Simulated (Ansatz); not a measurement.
`C/N=C(\N)O` → `NC(N)=CO`  (isomerisation)

Gas-phase electronic energies from Ansatz, PBE0-D4/def2-TZVP geometries. CBS: MP2 limit from def2 TZ/QZ plus the TZ coupled-cluster correction, frozen cores. Functionals use def2-TZVPP. One conformer a species, not always the lowest.

`C/N=C(\N)O`:

```xyz
11

C    -1.343   -0.740   -0.176
N    -0.598    0.042    0.774
C     0.564    0.420    0.442
N     1.244    0.160   -0.712
O     1.312    1.144    1.297
H    -2.321   -0.984    0.241
H    -1.525   -0.203   -1.121
H    -0.846   -1.689   -0.425
H     2.046    0.734   -0.903
H     0.699   -0.118   -1.508
H     0.768    1.235    2.089
```

`NC(N)=CO`:

Cartesian coordinates in Å:
```
N -0.550 0.986 -0.844
C -0.256 -0.133 -0.063
N -1.325 -1.004 0.183
C 0.975 -0.408 0.377
O 1.966 0.555 0.310
H -1.319 1.532 -0.479
H 0.267 1.567 -0.975
H -2.107 -0.846 -0.433
H -1.610 -1.062 1.146
H 1.209 -1.350 0.860
H 2.750 0.163 -0.081
```

Is it downhill or uphill in electronic energy at CCSD(T)/CBS, and by how much? (Estimate.)

Computed: Uphill: ΔE = +17.4 kcal/mol.

What do these levels give: PBE-D4, PBE, SCS-MP2/def2-TZVPP, CCSD/def2-TZVPP, MP2/def2-QZVPP, CCSD/CBS(def2)? (An estimate is asked.)

Computed: PBE-D4 18.3, PBE 18.3, SCS-MP2/def2-TZVPP 19.6, CCSD/def2-TZVPP 18.7, MP2/def2-QZVPP 18.7, CCSD/CBS(def2) 17.4 kcal/mol.

Largest T1 diagnostic among the species: 0.012.

In def2-TZVPP, CCSD(T) changes the Hartree–Fock value by −2.8 kcal/mol (the triples alone add +0.0 kcal/mol) and MP2 by −2.0 kcal/mol.
